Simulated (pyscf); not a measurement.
Thermochemistry of product channels of H₂P–GaH₂ + H₂O on the singlet surface, in kJ/mol, from ωB97M-D3(BJ)/def2-TZVP energies (ideal gas, 1 atm, RRHO with modes under 100 cm⁻¹ raised to 100, one conformer, R ln 2 for chiral ones without a mode under 150 cm⁻¹). Structures and frequencies: ωB97X-D3(BJ)/def2-SVP in PySCF.

```tsv
products	ΔE	ΔH(298 K)	ΔG(298 K)	ΔG(900 K)
HO–GaH–PH₂ + H₂	-47.5	-56.7	-48.8	?
HO–PH–GaH₂ + H₂	+52.5	+41.0	+47.4	?
```

Q: Complete the blanks.

A: 
- HO–GaH–PH₂ + H₂, ΔG(900 K): -37.9
- HO–PH–GaH₂ + H₂, ΔG(900 K): +55.3

These are energies of the channels, which say nothing of barriers. Elements up to Kr have no core potential and no relativistic terms here.
